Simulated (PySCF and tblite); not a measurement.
The numbers below are computed, except where a source is named.
C₄H₆O₂, numbered as in [O:1]=[C:2]([OH:3])[CH:4]1[CH2:5][CH2:6]1.

Free energies: B3LYP-D3(BJ)/def2-TZVP (IEF-PCM, chloroform) on PBE0-D3(BJ)/def2-SVP structures plus GFN2-xTB thermal terms, symmetry and mirror images included. Conformers within 3 kcal/mol (GFN2-xTB free energy) were kept, 6 at most. GIAO shieldings: WP04/pcSseg-1 (IEF-PCM, chloroform). Shifts are against TMS (¹H), TMS (¹³C) at the same level. Codes: tblite and PySCF.

Torsions listed: O1–C2–O3–H3, O3–C2–C4–C5.

```tsv
conformer	shape	symmetry	E(GFN2, own minimum) kcal/mol	E(DFT) kcal/mol
1	0°, -148°	Cs	0.00	0.00
2	0°, 33°	Cs	0.65	0.74
```

How much do the weights at 298.15 K and the averaged shift of C4 depend on how the conformers are weighted?


| weighting | 1 (%) | 2 (%) | δ (ppm) | rms dipole (D) |
| --- | --- | --- | --- | --- |
| DFT energy with thermal terms, symmetry and mirror images (full scheme) | 81 | 19 | 16.7 | 2.16 |
| DFT energy with symmetry and mirror images | 78 | 22 | 16.8 | 2.19 |
| bare DFT energy | 78 | 22 | 16.8 | 2.19 |
| GFN2-xTB energy with symmetry and mirror images | 75 | 25 | 16.8 | 2.21 |
| GFN2-xTB free energy | 79 | 21 | 16.7 | 2.18 |
| leading conformer alone | 100 | 0 | 16.2 | 2.03 |
| equal weights | 50 | 50 | 17.4 | 2.37 |
| full scheme, search stopped after three starts | 0 | 100 | 18.6 | 2.67 |

The largest departure from the full scheme, 1.9 ppm, comes with: full scheme, search stopped after three starts.
